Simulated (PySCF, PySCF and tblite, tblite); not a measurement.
**C₄H₇Cl: conformers and averaged spectra**

Aim: find the conformers of C₄H₇Cl (`ClCC1CC1`), weigh them, and average their properties.

Programs: PySCF 2.14.0 with density-fitted response routines of our own, and tblite 0.8.0. All values are computed, except where a source is named. Atoms count from 0 throughout.

## 1. The starting structure

12 atoms, charge 0, multiplicity 1; geometry from: MMFF94s geometry.

Bonds of the start (Å): C1–C2 1.48, C1–H5 1.10, C1–H6 1.09, C2–C3 1.51, C2–C4 1.52, C2–H7 1.09, C3–C4 1.49, C3–H8 1.08, C3–H9 1.10, C4–H10 1.09, C4–H11 1.09, Cl0–C1 1.79.

## 2. GFN2-xTB relaxation, conformer 1

What the job is given:

```
{"job": {"xc": "GFN2-xTB", "basis": "xTB", "kind": "relax"}, "charge": 0, "multiplicity": 1}
Cl     2.559300     0.101500     0.985300
C      1.322000    -0.560000    -0.122400
C      0.212100     0.406800    -0.238600
C     -0.909600     0.457300     0.768100
C     -1.180500    -0.070100    -0.601500
H      0.994200    -1.527400     0.290200
H      1.800600    -0.732700    -1.087600
H      0.536000     1.356800    -0.666700
H     -1.306000     1.416800     1.048100
H     -0.895300    -0.263600     1.598500
H     -1.356700    -1.133900    -0.726900
H     -1.774800     0.547900    -1.272500
```

On the command line:

```console
> OMP_NUM_THREADS=1 python ens_run.py task.json out
```

The driver reads the study from task.json and runs its stages one after another.

Output:

```text
step      E/eV     max force
  0    -453.24237    1.131
  1    -453.26581    0.199
  2    -453.26842    0.156
  3    -453.27143    0.118
  4    -453.27260    0.101
  5    -453.27410    0.085
  6    -453.27485    0.076
  7    -453.27531    0.045
  8    -453.27563    0.057
  9    -453.27603    0.055
 10    -453.27644    0.050
 11    -453.27676    0.043
 12    -453.27699    0.037
 13    -453.27699    0.037
 14    -453.27709    0.032
 15    -453.27733    0.026
 16    -453.27739    0.025
 17    -453.27753    0.022
 18    -453.27758    0.020
 19    -453.27764    0.019
 20    -453.27770    0.024
 21    -453.27776    0.025
 22    -453.27780    0.019
 23    -453.27783    0.016
 24    -453.27787    0.014
 25    -453.27790    0.018
 26    -453.27792    0.015
 27    -453.27794    0.011
 28    -453.27796    0.011
 29    -453.27797    0.007
 30    -453.27797    0.006
 31    -453.27798    0.007
 32    -453.27798    0.008
 33    -453.27799    0.008
 34    -453.27800    0.006
 35    -453.27801    0.008
 36    -453.27801    0.009
 37    -453.27803    0.012
 38    -453.27804    0.013
 39    -453.27806    0.014
 40    -453.27808    0.015
 41    -453.27811    0.016
 42    -453.27815    0.017
 43    -453.27817    0.014
 44    -453.27819    0.009
 45    -453.27819    0.007
 46    -453.27820    0.007
 47    -453.27821    0.009
 48    -453.27822    0.008
 49    -453.27822    0.006
 50    -453.27823    0.005
 51    -453.27823    0.004
 52    -453.27823    0.005
 53    -453.27823    0.004
```

Run time: 0.3 s. Hardware: 1 thread of Intel Xeon Platinum 8259CL at 2.50GHz, shared host.

Gain 0.036 eV; displacement 0.04 Å root mean square.

**GFN2-xTB relaxation, conformer 2**

What the job is given:

```
{"job": {"xc": "GFN2-xTB", "basis": "xTB", "kind": "relax"}, "charge": 0, "multiplicity": 1}
Cl     1.997600     0.565000     1.176900
C      1.422300    -0.378700    -0.217500
C     -0.041500    -0.330600    -0.444100
C     -0.881800     0.923400    -0.243300
C     -1.073300    -0.281200     0.670800
H      1.727500    -1.420900    -0.040800
H      1.957600    -0.013800    -1.096100
H     -0.297800    -0.930900    -1.307300
H     -1.654900     1.132400    -0.955900
H     -0.426400     1.800000     0.194900
H     -0.744900    -0.200000     1.690900
H     -1.983000    -0.865300     0.545400
```

Output:

```text
step      E/eV     max force
  0    -453.17387    1.639
  1    -453.20488    0.550
  2    -453.21165    0.162
  3    -453.21398    0.120
  4    -453.21661    0.124
  5    -453.21837    0.151
  6    -453.22134    0.192
  7    -453.22358    0.152
  8    -453.22517    0.091
  9    -453.22635    0.097
 10    -453.22762    0.101
 11    -453.22881    0.114
 12    -453.22969    0.075
 13    -453.23026    0.062
 14    -453.23070    0.053
 15    -453.23100    0.045
 16    -453.23114    0.025
 17    -453.23114    0.025
 18    -453.23118    0.022
 19    -453.23126    0.016
 20    -453.23128    0.015
 21    -453.23134    0.014
 22    -453.23136    0.010
 23    -453.23137    0.007
 24    -453.23138    0.006
 25    -453.23138    0.005
 26    -453.23139    0.005
 27    -453.23139    0.003
```

Wall time 0.15 s (1 thread of Intel Xeon Platinum 8259CL at 2.50GHz, shared host).

Gain 0.058 eV; displacement 0.05 Å root mean square.

## 3. Shieldings, conformer 1: wB97X-D/pcSseg-1 in chloroform

What the job is given:

```
{"job": {"xc": "wB97X-D", "basis": "pcSseg-1", "solvent": "chloroform", "kind": "nmr", "pop": true}, "charge": 0, "multiplicity": 1}
Cl     2.545568     0.039889     1.027961
C      1.311188    -0.560927    -0.126222
C      0.192515     0.428243    -0.260867
C     -0.895868     0.460148     0.770403
C     -1.182979    -0.071319    -0.598492
H      0.956617    -1.513288     0.266994
H      1.828592    -0.718377    -1.073134
H      0.498084     1.375088    -0.687898
H     -1.306607     1.417604     1.049988
H     -0.836708    -0.241959     1.587736
H     -1.320473    -1.135414    -0.715026
H     -1.788730     0.519625    -1.267469
```

Output:

```text
coarse grid: 10312 points
cycle   1  E = -616.6584991525  dE =  7.784e-01  |g| = 2.877e-01  |ddm| = 2.923e+00
cycle   2  E = -616.6722924259  dE = -1.379e-02  |g| = 2.298e-01  |ddm| = 5.055e-01
cycle   3  E = -616.6839728427  dE = -1.168e-02  |g| = 2.730e-02  |ddm| = 1.964e-01
cycle   4  E = -616.6841879767  dE = -2.151e-04  |g| = 9.811e-03  |ddm| = 4.031e-02
cycle   5  E = -616.6842125655  dE = -2.459e-05  |g| = 2.620e-03  |ddm| = 1.356e-02
cycle   6  E = -616.6842146139  dE = -2.048e-06  |g| = 7.394e-04  |ddm| = 4.591e-03
final grid: 94184 points
cycle   7  E = -616.7210620863  dE = -2.185e-04  |g| = 6.419e-03  |ddm| = 4.315e-02
cycle   8  E = -616.7210669590  dE = -4.873e-06  |g| = 5.363e-03  |ddm| = 1.268e-02
cycle   9  E = -616.7210734019  dE = -6.443e-06  |g| = 4.181e-04  |ddm| = 4.405e-03
cycle  10  E = -616.7210734560  dE = -5.417e-08  |g| = 2.210e-04  |ddm| = 9.950e-04
cycle  11  E = -616.7210734683  dE = -1.231e-08  |g| = 4.901e-05  |ddm| = 2.471e-04
cycle  12  E = -616.7210734691  dE = -7.082e-10  |g| = 1.350e-05  |ddm| = 8.262e-05
converged SCF energy = -616.7210734691

GIAO shielding tensors (ppm)
atom      isotropic    diamagn.    paramagn.     s11        s22        s33       span
  0 Cl     867.725    1146.311    -278.586    681.073    820.478   1101.624    420.550
  1 C      129.641     244.968    -115.327     96.033    134.206    158.684     62.651
  2 C      169.763     250.738     -80.975    133.862    161.548    213.878     80.016
  3 C      179.915     251.423     -71.508    148.324    177.272    214.150     65.826
  4 C      179.275     251.667     -72.392    153.452    176.402    207.970     54.518
  5 H       29.029      29.402      -0.373     22.634     30.485     33.969     11.335
  6 H       27.499      28.385      -0.887     20.677     28.200     33.619     12.943
  7 H       30.650      31.183      -0.533     23.977     28.823     39.150     15.173
  8 H       31.133      30.390       0.743     25.709     26.412     41.277     15.568
  9 H       31.459      30.948       0.511     26.430     28.302     39.645     13.214
 10 H       31.439      31.080       0.358     25.613     28.680     40.023     14.410
 11 H       31.094      30.320       0.775     25.335     26.462     41.486     16.151
```

It took 17 s on 1 thread of Intel Xeon Platinum 8259CL at 2.50GHz, shared host; peak memory 0.68 GiB.

Key values: HOMO -10.09 eV, LUMO 2.83 eV; dipole 2.76 D.

## 4. Single-point energy, conformer 1: PBE0/def2-TZVP in chloroform

The job, as its differences from that of step 3:

```diff
@@ -1,2 +1,2 @@
-{"job": {"xc": "wB97X-D", "basis": "pcSseg-1", "solvent": "chloroform", "kind": "nmr", "pop": true}, "charge": 0, "multiplicity": 1}
+{"job": {"xc": "PBE0", "basis": "def2-TZVP", "solvent": "chloroform", "kind": "sp"}, "charge": 0, "multiplicity": 1}
 Cl     2.545568     0.039889     1.027961
```

Output:

```text
coarse grid: 10312 points
cycle   1  E = -616.5242407592  dE =  5.591e-01  |g| = 3.150e-01  |ddm| = 2.449e+00
cycle   2  E = -616.5237205392  dE =  5.202e-04  |g| = 3.350e-01  |ddm| = 6.593e-01
cycle   3  E = -616.5509399663  dE = -2.722e-02  |g| = 3.684e-02  |ddm| = 2.988e-01
cycle   4  E = -616.5512034113  dE = -2.634e-04  |g| = 1.665e-02  |ddm| = 5.444e-02
cycle   5  E = -616.5512616510  dE = -5.824e-05  |g| = 3.005e-03  |ddm| = 1.766e-02
cycle   6  E = -616.5512631351  dE = -1.484e-06  |g| = 1.671e-03  |ddm| = 3.309e-03
final grid: 94184 points
cycle   7  E = -616.5419871689  dE = -5.689e-05  |g| = 8.937e-03  |ddm| = 6.859e-02
cycle   8  E = -616.5419765863  dE =  1.058e-05  |g| = 1.092e-02  |ddm| = 1.544e-02
cycle   9  E = -616.5420067505  dE = -3.016e-05  |g| = 9.655e-04  |ddm| = 8.341e-03
cycle  10  E = -616.5420069236  dE = -1.731e-07  |g| = 2.379e-04  |ddm| = 1.004e-03
cycle  11  E = -616.5420069355  dE = -1.192e-08  |g| = 8.054e-05  |ddm| = 2.291e-04
cycle  12  E = -616.5420069370  dE = -1.476e-09  |g| = 1.335e-05  |ddm| = 7.819e-05
cycle  13  E = -616.5420069370  dE = -3.638e-11  |g| = 2.576e-06  |ddm| = 1.657e-05
converged SCF energy = -616.5420069370
```

Run time: 12 s. Hardware: 1 thread of Intel Xeon Platinum 8259CL at 2.50GHz, shared host; peak memory 0.77 GiB.

Key values: HOMO -8.12 eV, LUMO 0.98 eV; dipole 2.63 D.

## 5. Shieldings, conformer 2: wB97X-D/pcSseg-1 in chloroform

What the job is given:

```
{"job": {"xc": "wB97X-D", "basis": "pcSseg-1", "solvent": "chloroform", "kind": "nmr", "pop": false}, "charge": 0, "multiplicity": 1}
Cl     1.904768     0.590589     1.190545
C      1.411026    -0.385609    -0.216863
C     -0.075463    -0.337735    -0.468282
C     -0.873094     0.908322    -0.235494
C     -1.062418    -0.281058     0.656769
H      1.736450    -1.407772    -0.013407
H      1.961337     0.007523    -1.074028
H     -0.341013    -0.941523    -1.329290
H     -1.650949     1.157596    -0.940800
H     -0.360826     1.765723     0.172246
H     -0.677037    -0.220739     1.662548
H     -1.971584    -0.856004     0.570029
```

Output:

```text
coarse grid: 10312 points
cycle   1  E = -616.6554911084  dE =  7.969e-01  |g| = 2.908e-01  |ddm| = 2.929e+00
cycle   2  E = -616.6688399415  dE = -1.335e-02  |g| = 2.351e-01  |ddm| = 4.811e-01
cycle   3  E = -616.6812545711  dE = -1.241e-02  |g| = 2.629e-02  |ddm| = 1.919e-01
cycle   4  E = -616.6814562313  dE = -2.017e-04  |g| = 8.897e-03  |ddm| = 3.694e-02
cycle   5  E = -616.6814764916  dE = -2.026e-05  |g| = 2.660e-03  |ddm| = 1.246e-02
cycle   6  E = -616.6814784739  dE = -1.982e-06  |g| = 7.264e-04  |ddm| = 4.051e-03
final grid: 94184 points
cycle   7  E = -616.7180676962  dE = -1.713e-04  |g| = 4.967e-03  |ddm| = 3.910e-02
cycle   8  E = -616.7180713862  dE = -3.690e-06  |g| = 3.842e-03  |ddm| = 9.940e-03
cycle   9  E = -616.7180745658  dE = -3.180e-06  |g| = 4.293e-04  |ddm| = 3.365e-03
cycle  10  E = -616.7180746224  dE = -5.661e-08  |g| = 2.070e-04  |ddm| = 9.095e-04
cycle  11  E = -616.7180746332  dE = -1.077e-08  |g| = 4.036e-05  |ddm| = 2.452e-04
cycle  12  E = -616.7180746337  dE = -5.483e-10  |g| = 1.278e-05  |ddm| = 8.624e-05
converged SCF energy = -616.7180746337

GIAO shielding tensors (ppm)
atom      isotropic    diamagn.    paramagn.     s11        s22        s33       span
  0 Cl     946.679    1147.360    -200.681    858.338    876.481   1105.216    246.878
  1 C      135.556     243.931    -108.375    101.003    138.407    167.259     66.256
  2 C      174.820     250.076     -75.256    143.503    158.712    222.244     78.741
  3 C      185.747     251.368     -65.621    161.263    180.186    215.793     54.529
  4 C      185.737     251.360     -65.623    161.240    180.193    215.778     54.538
  5 H       27.668      28.251      -0.582     21.285     27.045     34.675     13.390
  6 H       27.668      28.248      -0.581     21.285     27.044     34.674     13.388
  7 H       30.758      30.900      -0.141     23.344     27.540     41.392     18.048
  8 H       31.365      30.299       1.066     25.239     26.520     42.337     17.098
  9 H       31.212      30.837       0.375     23.984     30.841     38.810     14.826
 10 H       31.211      30.836       0.375     23.982     30.842     38.808     14.826
 11 H       31.364      30.300       1.064     25.238     26.519     42.336     17.097
```

Wall time 15 s (1 thread of Intel Xeon Platinum 8259CL at 2.50GHz, shared host); peak memory 0.71 GiB.

Key values: HOMO -9.93 eV, LUMO 2.97 eV; dipole 2.52 D.

## 6. Single-point energy, conformer 2: PBE0/def2-TZVP in chloroform

The job, as its differences from that of step 5:

```diff
@@ -1,2 +1,2 @@
-{"job": {"xc": "wB97X-D", "basis": "pcSseg-1", "solvent": "chloroform", "kind": "nmr", "pop": false}, "charge": 0, "multiplicity": 1}
+{"job": {"xc": "PBE0", "basis": "def2-TZVP", "solvent": "chloroform", "kind": "sp"}, "charge": 0, "multiplicity": 1}
 Cl     1.904768     0.590589     1.190545
```

Output:

```text
coarse grid: 10312 points
cycle   1  E = -616.5203837230  dE =  5.759e-01  |g| = 3.223e-01  |ddm| = 2.457e+00
cycle   2  E = -616.5175239601  dE =  2.860e-03  |g| = 3.537e-01  |ddm| = 5.820e-01
cycle   3  E = -616.5482442565  dE = -3.072e-02  |g| = 3.466e-02  |ddm| = 2.766e-01
cycle   4  E = -616.5484841639  dE = -2.399e-04  |g| = 1.350e-02  |ddm| = 4.159e-02
cycle   5  E = -616.5485212167  dE = -3.705e-05  |g| = 3.209e-03  |ddm| = 1.255e-02
cycle   6  E = -616.5485230762  dE = -1.859e-06  |g| = 1.558e-03  |ddm| = 3.399e-03
final grid: 94184 points
cycle   7  E = -616.5391045681  dE = -5.319e-05  |g| = 8.637e-03  |ddm| = 6.049e-02
cycle   8  E = -616.5390950604  dE =  9.508e-06  |g| = 1.048e-02  |ddm| = 1.513e-02
cycle   9  E = -616.5391225118  dE = -2.745e-05  |g| = 9.478e-04  |ddm| = 8.193e-03
cycle  10  E = -616.5391226796  dE = -1.677e-07  |g| = 2.262e-04  |ddm| = 9.175e-04
cycle  11  E = -616.5391226902  dE = -1.065e-08  |g| = 8.108e-05  |ddm| = 2.186e-04
cycle  12  E = -616.5391226918  dE = -1.541e-09  |g| = 1.036e-05  |ddm| = 6.518e-05
cycle  13  E = -616.5391226918  dE = -2.410e-11  |g| = 2.714e-06  |ddm| = 1.229e-05
converged SCF energy = -616.5391226918
```

It took 12 s on 1 thread of Intel Xeon Platinum 8259CL at 2.50GHz, shared host; peak memory 0.75 GiB.

This run: HOMO -7.95 eV, LUMO 1.03 eV; dipole 2.37 D.

## 7. The ensemble: properties at wB97X-D/pcSseg-1 in chloroform

What the job is given:

```
{"job": {"study": "conf", "smiles": "ClCC1CC1", "search": {"seed": 4408, "n_embed": 60, "ff_keep": 14, "window": 3.0, "nmax": 10, "temps": [150, 200, 250, 298.15, 400], "t_ref": 298.15, "order": 0.001}, "level": {"nmr": {"xc": "wB97X-D", "basis": "pcSseg-1", "solvent": "chloroform"}, "sp": {"xc": "PBE0", "basis": "def2-TZVP", "solvent": "chloroform"}}, "kind": "conf"}, "charge": 0, "multiplicity": 1}
Cl     2.545568     0.039889     1.027961
C      1.311188    -0.560927    -0.126222
C      0.192515     0.428243    -0.260867
C     -0.895868     0.460148     0.770403
C     -1.182979    -0.071319    -0.598492
H      0.956617    -1.513288     0.266994
H      1.828592    -0.718377    -1.073134
H      0.498084     1.375088    -0.687898
H     -1.306607     1.417604     1.049988
H     -0.836708    -0.241959     1.587736
H     -1.320473    -1.135414    -0.715026
H     -1.788730     0.519625    -1.267469
```

Output:

```text
conformer  sym    E(xTB)   E(DFT)   G(298.15 K)  weight  dipole/D
    1     C1      0.000    0.000    0.000   0.9711    2.630
    2     Cs      1.080    1.608    2.083   0.0289    2.372

mean shielding (ppm) by class
class atoms           150 K      200 K      250 K   298.15 K      400 K
  0 Cl 0            867.885    868.337    869.088    870.004    872.187
  1 C  1            129.653    129.687    129.743    129.812    129.975
  2 C  2            169.773    169.802     169.85    169.909    170.049
  3 C  3,4          179.608    179.643    179.701    179.773    179.942
  4 H  5,6           28.263     28.259     28.254     28.247      28.23
  5 H  7              30.65     30.651     30.652     30.653     30.656
  6 H  8,11          31.114     31.115     31.118     31.121     31.128
  7 H  9,10          31.448     31.447     31.445     31.442     31.435
```

Run time: 58 s. Hardware: 1 thread of Intel Xeon Platinum 8259CL at 2.50GHz, shared host. This counts the runs that the step sums up.

The search (ETKDG and KDG, MMFF94s, GFN2-xTB) embedded 60 structures, kept 2 distinct ones after the force field and 2 after xTB; 2 were carried on (window 3.0 kcal/mol at the search's own energies). Energies: PBE0/def2-TZVP in chloroform with D3(BJ).

The conformers at 298 K:

```
no.  group  mirror pair  ΔE xTB  ΔE DFT    ΔG  weight (%)  μ (D)  Cl0–C1–C2–C3 (°)      A, B, C (GHz)
  1     C1          yes    0.00    0.00  0.00        97.1   2.63               -81  11.78, 2.07, 1.90
  2     Cs           no    1.08    1.61  2.08         2.9   2.37                36   8.13, 2.66, 2.42
```

Energies in kcal/mol. ΔG holds xTB vibrations and rotation, symmetry numbers and mirror pairs.

Weights (%) by temperature:

```
no.  150 K  200 K  250 K  298 K  400 K
  1   99.8   99.2   98.3   97.1   94.3
  2    0.2    0.8    1.7    2.9    5.7
```

How the weights hang on the way they are made:

```
                      scheme    1   2  mean μ (D)
             DFT free energy   97   3        2.62
DFT energy, symmetry counted   97   3        2.62
            DFT energy alone   94   6        2.61
xTB energy, symmetry counted   93   7        2.61
             xTB free energy   93   7        2.61
       lowest conformer only  100   0        2.63
               equal weights   50  50        2.50
```

Shifts against references run at the same level (¹³C TMS 187.7, ¹H TMS 31.81 ppm of shielding), by class of atoms, at 298 K:

```
  atoms                               environment    no. 1    no. 2  average  measured
     C1                      sp3 CH2 bonded to Cl     58.1     52.2     57.9         –
     C2                three-membered-ring carbon     18.0     12.9     17.8      13.6
 C3, C4                three-membered-ring carbon      8.1      2.0      7.9       5.5
 H5, H6       hydrogen on an sp3 CH2 bonded to Cl     3.55     4.14     3.57         –
     H7  hydrogen on a three-membered-ring carbon     1.16     1.05     1.16         –
H8, H11  hydrogen on a three-membered-ring carbon     0.70     0.45     0.69         –
H9, H10  hydrogen on a three-membered-ring carbon     0.36     0.60     0.37         –
    Cl0                      chlorine bonded to C  868 (σ)  947 (σ)  870 (σ)         –
```

Measured: solution, not stated per compound (mostly CDCl3 or CCl4); Pretsch, Buehlmann, Badertscher, Structure Determination of Organic Compounds, 4th ed. (2009).

Effective distances for nuclear Overhauser effects, ⟨r⁻⁶⟩^(−1/6) over all pairs of two classes (Å): H8···H9 2.02; H7···H8 2.51; H5···H7 2.69; H5···H9 2.78; H7···H9 3.10; H5···H8 3.89.

## 8. Outcome

| quantity | value |
| --- | --- |
| conformers | 2; the first in weight is no. 1 (C1), 97 % at 298 K |
| root-mean-square dipole | 2.62 D |
| averaged ¹³C shifts (wB97X-D/pcSseg-1 in chloroform) | 57.9, 17.8, 7.9 ppm |
| averaged ¹H shifts (wB97X-D/pcSseg-1 in chloroform) | 3.57, 1.16, 0.69, 0.37 ppm |

What this shows: Conformer 1 leads with 97 % at 298 K, and its share goes from 100 % at 150 K to 94 % at 400 K. Against 2 measured ¹³C shifts the average misses by 3.3 ppm, the leading conformer alone by 3.5 ppm. Vibration is missing from the shifts, so part of that gap is not the functional's.
